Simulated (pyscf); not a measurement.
H₃C–CH₂–Ga [singlet] + hydrogen (H₂) → H₃C–CH₂–GaH₂, an insertion (singlet surface; H–H broken, Ga–H, Ga–H formed). Optimised with ωB97X-D3(BJ)/def2-SVP in PySCF. Energies in kJ/mol from the separated reactants.

Small-basis levels: PySCF, no dispersion term, spherical d functions. 

Task: In single points HF/6-31G*+LANL2DZ puts the saddle at 265.1 kJ/mol and the reaction energy at -77.6 kJ/mol. Should these be trusted to within a few kcal/mol? Compare with ωB97M-D3(BJ)/def2-TZVP.

Result: ωB97M-D3(BJ)/def2-TZVP gives ΔE‡ = 185.8 kJ/mol and ΔE = -76.0 kJ/mol. HF/6-31G*+LANL2DZ lies 79.3 kJ/mol over it in the barrier and 1.6 kJ/mol under it in the reaction energy, so on this step it does not hold to within 12.6 kJ/mol. ωB97M-D3(BJ)/def2-TZVP has limits of its own. H₃C–CH₂–GaH₂ lies 45.8 kJ/mol over its isomer H₃C–GaH–CH₃ (electronic energy, ωB97M-D3(BJ)/def2-TZVP). This is the saddle that the search found; another between the same sides may lie lower. In the def2 sets elements up to Kr have no core potential.
